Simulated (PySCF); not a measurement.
## From a raw peak list to a structure

Formula C₅H₅F. The spectrum was simulated from the full spin Hamiltonian at 700 MHz with 1.0 Hz Lorentzian lines, from shifts rounded to 0.01 ppm and J to 0.1 Hz, couplings under 1 Hz left out.

Maxima in ppm (height), grouped by integral:
2H: 6.580 (14), 6.577 (34), 6.576 (41), 6.575 (40), 6.573 (35), 6.571 (31), 6.568 (54), 6.566 (63), 6.566 (64), 6.564 (55), 6.561 (21), 6.541 (18), 6.539 (34), 6.537 (32), 6.535 (47), 6.533 (48), 6.532 (38), 6.531 (37), 6.529 (49), 6.527 (34), 6.526 (34), 6.524 (30), 6.522 (20), 6.520 (22), 6.518 (12)
1H: 5.568 (16), 5.566 (22), 5.564 (51), 5.563 (56), 5.561 (72), 5.559 (72), 5.557 (56), 5.556 (51), 5.554 (22), 5.552 (16)
2H: 3.249 (53), 3.247 (97), 3.245 (84), 3.244 (85), 3.243 (99), 3.240 (76), 3.240 (76), 3.237 (100), 3.236 (85), 3.235 (84), 3.234 (96), 3.231 (52)

How the numbers were obtained: geometry: PBE0-D3(BJ)/def2-SVP, σ from GIAO-KT2/pcSseg-2, couplings computed with B3LYP/pcJ-1 (spin–dipole term only in couplings to heteroatoms), in PySCF 2.14.0 with density-fitted response routines (in vacuum, non-relativistic, one conformer, equivalent nuclei averaged).

Referencing at the same level of theory: TMS for 1H.

Question: Analyse the multiplets.

Answer: 1H NMR (700 MHz, computed): δ 6.57 (m, 1H), 6.53 (m, 1H), 5.56 (qdd, J = 2.6, 2.1, 1.1 Hz, 1H), 3.24 (ddt, J = 6.6, 2.6, 1.7 Hz, 2H). These are first-order names from the parameters used; overlap and second-order distortion can hide them in the list.

Question: What is the compound?

Answer: `FC1=CCC=C1`.

Structure with atom numbers: `[F:1][C:2]1=[CH:3][CH2:4][CH:5]=[CH:6]1`; H(Xn) means a hydrogen on atom n.

- δ 6.57: H(C6), hydrogen on an alkene CH, coupled to H(C5) (6.6 Hz), H(C4) (1.9 Hz), F1 (1.8 Hz), H(C3) (1.1 Hz).
- δ 6.53: H(C5), hydrogen on an alkene CH, coupled to H(C6) (6.6 Hz), F1 (4.4 Hz), H(C3) (2.6 Hz), H(C4) (1.6 Hz).
- δ 5.56: H(C3), hydrogen on an alkene CH, coupled to H(C5) and H(C4) (2.6 Hz), F1 (2.1 Hz), H(C6) (1.1 Hz).
- δ 3.24: H(C4), hydrogen on an allylic sp3 CH2, coupled to F1 (6.6 Hz), H(C3) (2.6 Hz), H(C6) and H(C5) (1.7 Hz).

The data come from this structure; uniqueness wasn't tested.

Splittings below 1 Hz are ignored in the labels, and close J values are merged. Unscaled 3J(H,H) at this level run about 10 % above measured values.
